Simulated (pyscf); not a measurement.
## Hydrogen abstraction: `[GeH4]` + `[CH3]` [doublet] → `[GeH3]` [doublet] + `[CH4]`

Gas phase, doublet surface, charge 0. Bonds broken: Ge1–H2. Bonds formed: H2–C6. Optimised with ωB97X-D3(BJ)/def2-SVP in PySCF. Correlated levels are frozen-core, on RHF or UHF. ΔMP2 is the change of the MP2 total energy from the triple- to the quadruple-zeta basis.

Transition state (Å):

```xyz
9

Ge    -1.5450    -1.0531     0.2170
H     -0.6727     0.1951    -0.3396
H     -1.1833    -2.3328    -0.5570
H     -3.0460    -0.7664     0.0369
H     -1.2530    -1.2725     1.7117
C      0.2307     1.4869    -0.9154
H      1.2455     1.1287    -0.7158
H     -0.0869     1.5049    -1.9627
H     -0.1401     2.2940    -0.2757
```

One imaginary mode, 637i cm⁻¹; descent along it reached the two sides named.

| bond | change | reactant side (Å) | saddle | product side |
|---|---|---|---|---|
| Ge1–H2 | breaks | 1.534 | 1.621 | 3.4 |
| H2–C6 | forms | 2.9 | 1.678 | 1.100 |

Electronic energies relative to the separated reactants (eV):

```tsv
level	barrier	reaction energy	reverse barrier
ωB97X-D3(BJ)/def2-TZVP	0.19	-0.93	1.12
PBE/def2-TZVP	0.00	-1.05	1.04
r²SCAN/def2-TZVP	0.13	-0.90	1.04
B3LYP-D3(BJ)/def2-TZVP	0.11	-0.96	1.07
PBE0-D3(BJ)/def2-TZVP	0.09	-0.99	1.08
M06-2X/def2-TZVP	0.21	-1.16	1.37
ωB97M-D3(BJ)/def2-TZVP	0.22	-1.02	1.24
HF/def2-TZVP	0.69	-0.69	1.38
MP2/def2-QZVPP	0.29	-1.01	1.30
CCSD/def2-TZVPP	0.32	-0.90	1.23
CCSD(T)/def2-TZVPP	0.27	-0.93	1.20
CCSD(T)/def2-TZVPP + ΔMP2(QZVPP)	0.26	-0.93	1.19
```

With CCSD(T)/def2-TZVPP + ΔMP2(QZVPP) energies and thermal terms (ideal gas, 1 atm, RRHO with modes under 100 cm⁻¹ raised to 100, one conformer, R ln 2 for rigid chiral ones), in eV:

| T (K) | ΔH‡ | ΔG‡ | ΔH | ΔG |
|---|---|---|---|---|
| 298 | 0.25 | 0.58 | -0.79 | -0.80 |
| 600 | 0.27 | 0.91 | -0.82 | -0.80 |
| 900 | 0.30 | 1.22 | -0.84 | -0.78 |
| 1200 | 0.33 | 1.52 | -0.86 | -0.76 |

One saddle was located; it need not be the lowest between these sides. The angle at the transferred H is 180°. The CCSD(T) − MP2 part came from Ansatz, without density fitting, on the same reference. The frozen core leaves the outer d or s,p core shells of the metals and heavy elements correlated in the MP2 and CC values, and def2-TZVPP describes them poorly, which can shift differences by a few kcal/mol. Elements up to Kr have no core potential and no relativistic terms here.
